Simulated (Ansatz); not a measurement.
# H₂ClO (doublet): from Hartree-Fock to the top rungs at distance O1–H3 along a hydrogen transfer = 1.492 Å, cc-pVDZ

Aim: climb from Hartree-Fock through coupled cluster and multireference methods for H₂ClO (doublet) at one geometry and basis, and see what each rung misses.

Program: Ansatz 0.2.0, Gaussian basis. Level of theory: cc-pVDZ, core rule «outside noble gas», up to 6 orbitals frozen. These are calculated values, not measurements.

The runs, in order: UHF; CCSD(T) on ROHF; CCSD(T) on UHF; BCCD(T) on ROHF; CISD; CCSDT(Q) on ROHF; CCSDT(Q) on UHF; CASSCF and MRCISD+Q, 3 electrons in 3 orbitals; CASSCF and NEVPT2, 3 electrons in 3 orbitals; CASSCF and MRCISD+Q, 15 electrons in 10 orbitals; CASSCF and MRCISD+Q(relaxed), 15 electrons in 10 orbitals; CASSCF and NEVPT2, 15 electrons in 10 orbitals.

11 further runs of the same task are left out: 3 for a known fault of the program, 1 for a mislabelled method, 7 that didn't finish.

## Step 1: What is computed

The geometry derives from fragments relaxed apart (PBE0/def2-TZVP) and kept rigid, so it is no stationary point. A hydrogen atom is moved between rigid fragments.

4 atoms, charge 0, spin multiplicity 2.

Atoms are counted from 1 here; the program's logs count them from 0.

Bond lengths: O1–H2 0.960 Å, H3–Cl4 1.439 Å.

## Step 2: UHF

Input file in.yaml:

```yaml
crystal:
  periodic: [false, false, false]
  atoms:
    - {symbol: O, position_ang: [-1.043423, -0.231644, 0.000000]}
    - {symbol: H, position_ang: [-1.292732, 0.694932, 0.000000]}
    - {symbol: H, position_ang: [0.448577, -0.231644, 0.000000]}
    - {symbol: Cl, position_ang: [1.887577, -0.231644, 0.000000]}
basis:
  gaussian: {orbitals: cc-pVDZ}
magnetization: {spin_polarized: true, initial_magnetization: 1}
hamiltonian: {xc: hf}
output: {orbitals: {seedname: orbitals}}
```

Started as:

```
> ansatz run in.yaml --threads 1 --pin off --events-out ev --progress --plain --max-ram 2393MiB
```

After this run come: CCSD(T) on ROHF; CCSD(T) on UHF; BCCD(T) on ROHF; CISD; CCSDT(Q) on ROHF; CCSDT(Q) on UHF; CASSCF and MRCISD+Q, 3 electrons in 3 orbitals; CASSCF and NEVPT2, 3 electrons in 3 orbitals; CASSCF and MRCISD+Q, 15 electrons in 10 orbitals; CASSCF and MRCISD+Q(relaxed), 15 electrons in 10 orbitals; CASSCF and NEVPT2, 15 electrons in 10 orbitals.

**Question.** What will the summary of the whole plan be? Wanted: UCCSDT(Q) below the RHF energy; RMP2 from UCCSDT(Q); UMP2 from UCCSDT(Q); RCCSD from UCCSDT(Q); RCCSD(T) from UCCSDT(Q); UCCSD(T) from UCCSDT(Q); RCCSDT(Q) from UCCSDT(Q); NEVPT2 pair from UCCSDT(Q); NEVPT2 valence from UCCSDT(Q).

**Answer**, as computed:

| quantity | value |
| --- | --- |
| UCCSDT(Q) below the RHF energy | -9.3172 eV |
| RMP2 from UCCSDT(Q) | +92.5 kJ/mol |
| UMP2 from UCCSDT(Q) | +92.5 kJ/mol |
| RCCSD from UCCSDT(Q) | +16.7 kJ/mol |
| RCCSD(T) from UCCSDT(Q) | +3.0 kJ/mol |
| UCCSD(T) from UCCSDT(Q) | +2.9 kJ/mol |
| RCCSDT(Q) from UCCSDT(Q) | +0.1 kJ/mol |
| NEVPT2 pair from UCCSDT(Q) | +86.3 kJ/mol |
| NEVPT2 valence from UCCSDT(Q) | +167.9 kJ/mol |
| MRCISD+Q valence from UCCSDT(Q) | +6.1 kJ/mol |
| levels within 1 kcal/mol (43 meV) | RCCSD(T), UCCSD(T), BCCD(T), RCCSDT, UCCSDT, RCCSDT(Q), MRCISD+Q(relaxed) valence |
| T1 diagnostic | 0.012 |
| effectively unpaired electrons | 1.01 |

In words: RCCSD(T) lands +3.0 kJ/mol from the yardstick (0.3 % of the correlation energy). One determinant dominates. Of the multireference levels listed MRCISD+Q(relaxed) valence comes nearest in total energy (+2.7 kJ/mol), which doesn't show that its space is the better one. These misses are within one basis, not against nature; the frozen cores of restricted and unrestricted runs differ, which can shift their rows.
